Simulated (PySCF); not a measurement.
One formula, C4H6O, several structures.

PySCF, CAM-B3LYP/def2-SVPD, density fitting, gas phase; each molecule at its own GFN2-xTB geometry, one conformer. Singlet excitations by full TDDFT with frozen cores and triplets by Tamm–Dancoff TDDFT. 

Torsions of the conformers computed, which needn't be the lowest (atom-mapped SMILES):
- `[CH:1]#[C:2][O:3][CH2:4][CH3:5]`: C2–O3–C4–C5 67°
- `[CH2:1]=[C:2]=[CH:3][O:4][CH3:5]`: C2–C3–O4–C5 178°
- `[OH:1][CH2:2][CH:3]1[CH:4]=[CH:5]1`: O1–C2–C3–C4 -92°, H–O1–C2–C3 53°
- `[O:1]=[CH:2][CH:3]1[CH2:4][CH2:5]1`: O1–C2–C3–C4 146°

Reference: `C#COCC`, with HOMO energy -8.44 eV, LUMO energy 1.26 eV, lowest singlet excitation 6.37 eV, lowest triplet excitation 5.73 eV, mean polarisability 51.3 au and dipole moment 2.00 D.

Changes against it:

```csv
molecule,Δ electronic energy (kcal/mol),Δ HOMO energy (eV),Δ LUMO energy (eV),Δ lowest singlet excitation (eV),Δ lowest triplet excitation (eV),Δ mean polarisability (au),Δ dipole moment (D)
O=C1CCC1,-43.9,-0.25,-0.83,-2.08,-1.97,-3.4,+1.24
O=CC1CC1,-38.2,-0.50,-0.80,-1.93,-1.87,-1.8,+1.57
```

Rows whose labels were lost:

| row | Δ electronic energy (kcal/mol) | Δ HOMO energy (eV) | Δ LUMO energy (eV) | Δ lowest singlet excitation (eV) | Δ lowest triplet excitation (eV) | Δ mean polarisability (au) | Δ dipole moment (D) |
| --- | --- | --- | --- | --- | --- | --- | --- |
| P | -4.8 | +0.63 | -0.31 | -1.66 | -1.43 | +7.7 | -0.57 |
| Q | +4.1 | -0.24 | -0.53 | -0.28 | -1.70 | -1.8 | +0.32 |

Which row belongs to which of `C=C=COC` and `OCC1C=C1`?

P = `C=C=COC` and Q = `OCC1C=C1`. P and Q are told apart most clearly by the lowest singlet excitation (-1.66 against -0.28 eV).
